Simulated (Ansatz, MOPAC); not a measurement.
Reaction (SMILES): N[Si](Cl)(N)N -> [NH2] (NH2) + N[Si](N)Cl (the N-Si bond breaks)

Wanted: bond dissociation energy (enthalpy at 298 K), in kcal/mol. Terms: non-relativistic; six Cartesian d functions in 6-31G* and its kin unless marked 5d; frozen cores in correlated levels; no dispersion term unless named; spin-orbit terms left out; UHF or UKS for open shells; 6-311+G** with 5d, 6d on Na to Ar in Ansatz (a program for electronic structure); LANL2DZ with its own core potentials from Na on. Basis-set limits of correlation are two-point, X^-3; Hartree-Fock from the larger set. Ab initio and DFT rows: single points at B3LYP-D3(BJ) geometries (Ansatz), with unscaled harmonic terms from B3LYP/6-31G* (Ansatz) at its own minima. Semi-empirical rows: MOPAC heats of formation at their own minima for 298 K.

Coupled cluster (Ansatz) is a level with limits of its own, used here on species with T1 under 0.025 (0.045 for open shells) and stable references: CCSD(T)/CBS(aug-cc-pV(T+d)Z,aug-cc-pV(Q+d)Z).

Value to compare with, CCSD(T)/CBS(aug-cc-pV(T+d)Z,aug-cc-pV(Q+d)Z) (Ansatz): 112.2 kcal/mol.

| level | program | bond dissociation energy (enthalpy at 298 K) (kcal/mol) | difference |
|---|---|---|---|
| MNDO | MOPAC | 80.7 | -31.5 |
| PBE/STO-3G | Ansatz | 102.6 | -9.6 |
| PBE/LANL2DZ | Ansatz | 101.1 | -11.1 |
| B3LYP/6-31G* | Ansatz | 101.1 | -11.1 |
| B3LYP/6-31+G* | Ansatz | 99.5 | -12.7 |
| PBE0/6-31G* | Ansatz | 104.1 | -8.1 |
| PBE0/6-311+G** | Ansatz | 103.5 | -8.7 |
| B3LYP/def2-TZVPD | Ansatz | 102.1 | -10.1 |
| wB97X-V/def2-TZVPD | Ansatz | 110.8 | -1.4 |

Among the 7 habitual levels, MNDO lies farthest from CCSD(T)/CBS(aug-cc-pV(T+d)Z,aug-cc-pV(Q+d)Z) (Ansatz) (-31.5 kcal/mol); 0 of 7 lie above it, and their mean absolute difference is 13.3 kcal/mol, the median 11.1. One case shows no general order.

The levels are drawn from those run, B3LYP/6-31G* more often than the rest, none by its result; left out are runs that failed, that the program found above a lower state of the same kind, or whose <S^2> lies over 0.5 above the pure value.
